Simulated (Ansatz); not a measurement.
A made-up structure of CH8AlN, singlet:

C1  (1.245, 0.109, -0.616)
N2  (-1.600, 0.053, 0.199)
Al3  (0.400, -0.209, 0.545)
H4  (2.308, -0.035, -0.407)
H5  (0.947, -0.528, -1.448)
H6  (1.067, 1.145, -0.902)
H7  (0.787, 0.657, 1.733)
H8  (0.617, -1.649, 0.978)
H9  (-1.968, -0.223, 1.110)
H10  (-1.600, 1.048, -0.026)
H11  (-1.722, -0.599, -0.575)
(Å)

It is relaxed with PBE-D4/def2-SVP and then PBE0-D4/def2-TZVP (Ansatz 0.2.0). Atoms count as bonded within 1.22 times the sum of their covalent radii (H–H: 0.88 Å). The end point is not checked to be a true minimum.

(1) Does its bonding change? (A judgement: the text doesn't fix the answer.)

Results:

(1) The calculation gives: No: no bond forms or breaks.

Where it ends: The first stage lowers the energy by 4.92 eV in 8 steps. It ends as CH₈AlN ([CH3][AlH2][NH3]):
C1  (1.398, 0.176, -0.847)
N2  (-1.512, 0.014, 0.297)
Al3  (0.461, -0.305, 0.822)
H4  (2.481, 0.060, -0.731)
H5  (1.110, -0.458, -1.693)
H6  (1.230, 1.218, -1.142)
H7  (0.544, 0.728, 2.052)
H8  (0.352, -1.865, 1.198)
H9  (-2.119, -0.192, 1.084)
H10  (-1.672, 0.978, 0.024)
H11  (-1.792, -0.582, -0.475)
(Å)

Labels in which every atom is bracketed show which atoms are joined, not bond orders.

For scale, one of the runs: PBE0-D4/def2-TZVP relaxation, 147 basis functions, launched by `ansatz run in.yaml --threads 2 --pin off --events-out ev --progress --plain --max-ram 4352MiB`. Hardware: 2 CPU threads of an Arm Neoverse V2, shared host. Wall time about 18 s.
